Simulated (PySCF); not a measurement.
Cost against result

Saddle point of CH7ClSi, singlet (CH₅ClSi ([CH3][SiH2][Cl]) + H₂ → CH₆Si ([CH3][SiH3]) + HCl; bonds formed: Si1–H7, Cl2–H6; bonds broken: Si1–Cl2, H6–H7), PBE0-D4/def2-TZVP structure:

```
10
angstrom
Si -0.1788 -0.6018 0.3146
Cl 2.0134 -0.5494 -0.9584
H -0.3057 -1.9712 -0.2140
H -0.9680 -0.6122 1.5913
C -0.7256 0.9094 -0.6040
H 1.5748 -0.4356 0.7325
H 1.0782 -0.4077 1.4685
H -0.1687 1.7770 -0.2425
H -1.7888 1.0833 -0.4177
H -0.5308 0.8082 -1.6703
```

Barriers are electronic and count from the start structure reached by relaxing down the imaginary mode.

PySCF 2.14 with density fitting (its default auxiliary sets; JK sets also for MP2 and CCSD(T)); basis: as named in each row; cores frozen in the correlated methods. B3LYP uses VWN-RPA correlation. Extrapolation: Hartree–Fock as exp(−7.88 √X), correlation as X^−2.97.

Times are rough, for one single point on 4 threads of a shared host (Arm Neoverse V1).

The estimate by CCSD(T) at an estimated basis limit (MP2 extrapolated from triple and quadruple zeta, plus CCSD(T) − MP2 in triple zeta) is 2.379 eV.

| method | basis | time (s) | barrier (eV) | method less estimate |
| --- | --- | --- | --- | --- |
| HF | STO-3G | under 1 | 4.578 | 2.198 |
| B3LYP-D4 | 6-31G | 3 | 2.456 | 0.077 |
| PBE0-D4 | def2-SVP | 4 | 2.182 | -0.198 |
| PBE-D4 | def2-SVP | 5 | 2.024 | -0.356 |
| MP2 | def2-QZVPP | 6 | 2.402 | 0.022 |
| SPW92 | def2-TZVPP | 10 | 1.716 | -0.663 |
| B3LYP-D4 | def2-TZVPP | 12 | 2.298 | -0.082 |
| CCSD(T) | def2-SVP | 13 | 2.609 | 0.229 |
| PBE-D4 | def2-TZVPP | 13 | 2.029 | -0.350 |
| PBE0-D4 | def2-TZVPP | 13 | 2.179 | -0.201 |
| BHLYP-D4 | def2-TZVPP | 13 | 2.469 | 0.089 |
| r2SCAN-D4 | def2-TZVPP | 32 | 2.180 | -0.200 |
| wB97M-V | def2-TZVPP | 200 | 2.349 | -0.031 |
| CCSD(T) | def2-TZVPP | 420 | 2.441 | 0.062 |

All methods are single points on the PBE0-D4 structures.

No T1 diagnostic of these runs exceeds 0.011.

Labels in which every atom is bracketed show which atoms are joined, not bond orders.
